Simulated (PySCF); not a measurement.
**C5H9: g tensor and hyperfine couplings**

Compound: C5H9 (doublet state).
Z-matrix (Å and degrees, GFN2-xTB geometry), rows numbered from 1:
```
C 
C   1  1.2930
C   2  1.4606  1  143.42
C   3  1.5411  2  111.60  1     4.63
C   3  1.5329  2  110.02  1  -118.16
H   1  1.0810  2  121.96  3   179.21
H   1  1.0938  2  124.26  3    -0.96
H   3  1.0983  2  108.18  1   123.43
H   4  1.0877  3  109.84  2   178.33
H   4  1.0872  3  110.00  2   -61.84
H   4  1.0871  3  110.45  2    58.24
H   5  1.0880  3  110.11  2    61.72
H   5  1.0874  3  110.53  2   -58.09
H   5  1.0878  3  110.35  2  -178.29
```

The hyperfine couplings belong to this conformer and change with its torsions.

The species is `C=[C]C(C)C` [radical].

Level of theory: UKS B3LYP, pcH-1 on C H, non-relativistic, mean-field spin-orbit, GIAO in PySCF 2.14.0. The structure is a single GFN2-xTB conformer in the gas phase; no vibrational or solvent corrections. Couplings are sensitive to structure, and on GFN2-xTB geometries they can be far from those on DFT ones. No stability test was run, so a lower SCF solution isn't excluded.

```
g1, g2, g3        : 2.00150, 2.00212, 2.00291
g_iso             : 2.00218
Form of g         : rhombic: the two nearest values differ by 44 % of g3 − g1
⟨S²⟩              : 0.7580 (exact 0.7500)
α and β electrons : 20, 19
Total energy      : -195.87760 Eh
Basis functions   : 215
```

Isotropic coupling and dipolar principal values T1 to T3, in mT; ρ(0) is the spin density at the nucleus (MHz turned into mT with g_iso):

```csv
atom,isotope,a_iso,T1,T2,T3,Mulliken spin population,ρ(0) (bohr⁻³)
C1,13C,-0.18,-0.61,0.06,0.55,-0.16,-0.0046
C2,13C,9.38,-2.91,-2.22,5.13,0.99,0.2337
C3,13C,0.44,-0.17,-0.16,0.33,-0.04,0.0110
C4,13C,1.93,-0.22,-0.21,0.43,0.05,0.0481
C5,13C,0.48,-0.06,-0.05,0.11,0.01,0.0121
H6,1H,4.22,-0.23,-0.19,0.41,0.05,0.0265
H7,1H,6.42,-0.16,-0.07,0.23,0.09,0.0403
H8,1H,0.97,-0.25,-0.19,0.44,0.01,0.0061
H9,1H,0.65,-0.14,-0.04,0.18,0.01,0.0041
H10,1H,-0.15,-0.17,-0.06,0.22,0.00,-0.0009
H11,1H,-0.12,-0.17,-0.06,0.23,0.00,-0.0008
H12,1H,-0.04,-0.12,-0.10,0.22,0.00,-0.0002
H13,1H,-0.05,-0.16,-0.11,0.27,0.00,-0.0003
H14,1H,0.00,-0.08,-0.06,0.13,0.00,0.0000
```

The Mulliken spin populations are largest on C2 (+0.99), C1 (-0.16) and H7 (+0.09). C2 is the only atom above +0.15. The positive populations add up to 1.21 and the negative ones to -0.21, together 2S = 1.

Axes: g2 points within 14° of the C1–H7 bond.

Under fast tumbling the dipolar parts average out, and these isotropic splittings remain: 1 × 1H (H7, I = 1/2, 2 lines) with 6.42 mT, 1 × 1H (H6, I = 1/2, 2 lines) with 4.22 mT, 1 × 1H (H8, I = 1/2, 2 lines) with 0.97 mT and 6 × 1H (H9 (×6), I = 1/2, 7 lines) with 0.05 mT.

Means are taken over nuclei equivalent by connectivity, which assumes that they swap fast. The six 1H nuclei of mean +1.4 MHz run from -4.1 to 18.2 MHz in the frozen geometry.

The 13C coupling of C2 (262.8 MHz) shows only in satellite lines or after enrichment, since that isotope makes up about 1.07 % of natural carbon.
